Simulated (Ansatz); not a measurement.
**[SiH3···H···BH2], doublet: reading a ladder of total energies**

Geometry: a point of a hydrogen-transfer path between rigid fragments, not a stationary point.

```xyz
8

Si   -1.0057    0.0000    0.0000
H    -1.5005    1.3997    0.0000
H    -1.5005   -0.6999    1.2122
H    -1.5005   -0.6999   -1.2122
H     0.8063    0.0000    0.0000
B     2.4123    0.0000    0.0000
H     2.9214    0.0000    1.0770
H     2.9214    0.0000   -1.0770
```

Basis cc-pVDZ; Ansatz 0.2.0. Only valence electrons are correlated (noble-gas cores frozen), which leaves 13 electrons in 56 orbitals. Prefix R: restricted or restricted open-shell reference; prefix U: unrestricted.

Full CI isn't at hand for all of this; UCCSDT(Q) serves as the reference, and is uncertain by about the last step of the cluster series.

Runs differ by some tens of microhartree through their thresholds and, for an open shell, their frozen cores, so steps under 0.03 kcal/mol mean nothing.

```tsv
level	total energy (hartree)
UHF	-316.965104
UMP2	-317.159911
UCCSD	-317.212347
UCCSD(T)	-317.217437
UCCSDT	-317.218699
UCCSDT(Q)	-317.218879
```

**Question.** What is the correlation energy at UCCSDT(Q), and what share of it do UMP2 and UCCSDT recover?

**Answer.** E(corr) = -317.218879 − (-316.965104) = -0.253775 hartree = -6.906 eV. UMP2: -0.194807 / -0.253775 = 76.76 %. UCCSDT: -0.253595 / -0.253775 = 99.93 %.

**Question.** By how many kcal/mol does UCCSD(T) miss UCCSDT(Q) (1 hartree = 627.509 kcal/mol), and which steps make up the rest?

**Answer.** -317.217437 − (-317.218879) = 0.001442 hartree = 0.90 kcal/mol. Steps: UCCSDT − UCCSD(T) = -0.79, UCCSDT(Q) − UCCSDT = -0.11 kcal/mol. Differences between like states or geometries often cancel part of this.
